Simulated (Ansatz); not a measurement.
bcc Fe, treated with r²SCAN in Ansatz (PAW).

Run with plane-wave cutoff 560 eV, 26×26×26 k mesh, Fermi–Dirac smearing 0.05 eV, spin-polarised with parallel moments, scalar-relativistic PAW data made under PBE.

The cell has the measured lattice: a = 2.8665 Å, b = 2.8665 Å, c = 2.8665 Å, α = 90.00°, β = 90.00°, γ = 90.00°.

**Question.** What does this level give for the magnetic moment per atom (the cell's total over its atoms)?

**Answer.** 
- magnetic moment per atom (the cell's total over its atoms): 2.65 μB

The run finds no gap.

Note: cell and atoms aren't relaxed at this level.

Moments are spin moments.

The computed numbers hold no vibrational or temperature effects.

Computing time: about 50 core-seconds (a rough figure).

Ansatz is a first-principles code.
